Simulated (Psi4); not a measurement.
# O2F (SMILES [O]OF): UMP2/def2-TZVP (density fitting with cc-pvtz-jkfit, density fitting for correlation, sweep point 4)

Aim: the vertical ionisation energy of O2F at UMP2/def2-TZVP (density fitting with cc-pvtz-jkfit, density fitting for correlation, sweep point 4), from 2 runs. 

Program for the calculation: Psi4 1.11.

2 further runs of the same task are left out: 2 set aside as unsound or not needed.

**1. The molecule**

O2F has 3 atoms, charge 0, and is taken as a doublet. SMILES: `[O]OF`. Geometry: relaxed at GFN2-xTB.

Bond lengths: O1–O2 1.194 Å. A long bond or contact: O2–F3 1.563 Å.

**2. The energy at UMP2/def2-TZVP (density fitting with cc-pvtz-jkfit, density fitting for correlation, sweep point 4)**

Input file input.inp:

```
memory 1600 MB

molecule system {
  0 2
  O      0.949760    -0.292600     0.491570
  O      0.124690     0.486900     0.122000
  F     -1.074440    -0.194290    -0.613560
  symmetry c1
}

set basis def2-TZVP
set reference uhf
set puream true
set scf_type df
set num_frozen_docc 3
set df_basis_scf cc-pvtz-jkfit
set maxiter 150

e, wfn = energy('mp2', return_wfn=True)
```

On the command line:

```
$ psi4 -n 1 input.inp input.out
```

input.out:

```text
[...]
  Running in c1 symmetry.
[...]
  Nuclear repulsion =   69.253937683562086
[...]
  Multiplicity = 2
[...]
  Nalpha       = 13
  Nbeta        = 12
[...]
    Number of basis functions: 93
[...]
   @DF-UHF iter   1:  -248.85664222653804   -7.34928e-01   6.11847e-03 DIIS/ADIIS
[...]
   @DF-UHF iter  23:  -249.00360970466187   -5.11591e-13   9.89076e-09 DIIS
[...]
   @S^2 Observed:                7.667731189E-01
[...]
    Orbital Energies [Eh]
    ---------------------
    Alpha Occupied:
       1A    -26.331434     2A    -20.850648     3A    -20.775497
       4A     -1.771552     5A     -1.564296     6A     -1.194852
       7A     -0.902222     8A     -0.825476     9A     -0.799586
      10A     -0.675692    11A     -0.650840    12A     -0.575437
      13A     -0.551130
    Alpha Virtual:
      14A      0.056814    15A      0.341505    16A      0.456600
      17A      0.492535    18A      0.527157    19A      0.574552
      20A      0.610486    21A      0.610960    22A      0.628156
      23A      0.757890    24A      0.761180    25A      0.808352
[...]
  @DF-UHF Final Energy:  -249.00360970466187
   => Energetics <=
    Nuclear Repulsion Energy =             69.2539376835620857
    One-Electron Energy =                -482.6830836032994512
    Two-Electron Energy =                 164.4255362150755104
    Total Energy =                       -249.0036097046618693
  UHF NO Occupations:
  HONO-2 :   11  A 1.9974918
  HONO-1 :   12  A 1.9962496
[...]
 Multipole Moments:
 ------------------------------------------------------------------------------------
     Multipole            Electronic (a.u.)      Nuclear  (a.u.)        Total (a.u.)
 ------------------------------------------------------------------------------------
 L = 1.  Multiply by 2.5417464519 to convert [e a0] to [Debye]
 Dipole X            :         -0.4803414            1.1049693            0.6246280
 Dipole Y            :          0.0034663            0.1743288            0.1777951
 Dipole Z            :         -0.0000000            0.0000000           -0.0000000
 Magnitude           :                                                    0.6494391
[...]
```

Wall time 4.5 s (1 thread of AMD EPYC 7R43 (Zen 3), shared host); peak memory 0.2 GiB.

**3. The singlet cation, same level**

Input file fo2.dat:

```
memory 1600 MB

molecule {
  1 1
  O      0.949760    -0.292600     0.491570
  O      0.124690     0.486900     0.122000
  F     -1.074440    -0.194290    -0.613560
  symmetry c1
}

set reference rhf
set puream true
set scf_type df
set num_frozen_docc 3
set df_basis_scf cc-pvtz-jkfit

energy("mp2/def2-TZVP")
```

On the command line:

```
$ psi4 -i fo2.dat -o fo2.out -n 1
```

fo2.out:

```text
[...]
  Running in c1 symmetry.
[...]
  Nuclear repulsion =   69.253937683562086
[...]
  Multiplicity = 1
[...]
  Nalpha       = 12
  Nbeta        = 12
[...]
    Number of basis functions: 93
[...]
   @DF-RHF iter   1:  -248.16643461251920   -4.47205e-02   8.74751e-03 DIIS/ADIIS
[...]
   @DF-RHF iter  17:  -248.51475358090630   -3.95062e-12   4.76934e-09 DIIS
[...]
    Orbital Energies [Eh]
    ---------------------
    Doubly Occupied:
       1A    -26.761458     2A    -21.275168     3A    -21.218692
       4A     -2.141108     5A     -1.937174     6A     -1.526850
       7A     -1.197619     8A     -1.193978     9A     -1.130026
      10A     -1.040872    11A     -1.024462    12A     -0.916297
[...]
  @DF-RHF Final Energy:  -248.51475358090630
   => Energetics <=
    Nuclear Repulsion Energy =             69.2539376835620857
    One-Electron Energy =                -472.8099760231038999
    Two-Electron Energy =                 155.0412847586355269
    Total Energy =                       -248.5147535809063015
[...]
 Multipole Moments:
 ------------------------------------------------------------------------------------
     Multipole            Electronic (a.u.)      Nuclear  (a.u.)        Total (a.u.)
 ------------------------------------------------------------------------------------
 L = 1.  Multiply by 2.5417464519 to convert [e a0] to [Debye]
 Dipole X            :         -0.4039213            1.1049693            0.7010480
 Dipole Y            :         -0.1220409            0.1743288            0.0522879
 Dipole Z            :         -0.0000000            0.0000000           -0.0000000
 Magnitude           :                                                    0.7029952
[...]
```

It took 3.9 s on 1 thread of AMD EPYC 7R43 (Zen 3), shared host; peak memory 0.21 GiB.

**4. Outcome**

Level: UMP2/def2-TZVP (density fitting with cc-pvtz-jkfit, density fitting for correlation, sweep point 4), 3 core orbitals frozen.

| quantity | value |
| --- | --- |
| doublet O2F: total energy | -249.72565 Eh |
| doublet O2F: HOMO energy (Hartree–Fock orbitals) (highest over α and β) | -14.07 eV |
| doublet O2F: LUMO energy (Hartree–Fock orbitals) (lowest over α and β) | 1.55 eV |
| doublet O2F: correlation energy (3 core orbitals frozen) | -722.0 mEh |
| doublet O2F: ⟨S²⟩ of the reference determinant | 0.767 |
| singlet cation: total energy | -249.26702 Eh |
| singlet cation: HOMO energy (Hartree–Fock orbitals) | -24.93 eV |
| singlet cation: LUMO energy (Hartree–Fock orbitals) | -10.46 eV |
| singlet cation: HOMO–LUMO gap (Hartree–Fock orbitals) | 14.47 eV |
| singlet cation: correlation energy (3 core orbitals frozen) | -752.3 mEh |
| vertical ionisation energy (to the singlet cation) | 12.480 eV |

**Reading.** The vertical ionisation energy comes to 12.48 eV (1204 kJ/mol). Only the singlet of the ionised species was computed; a triplet could lie lower.
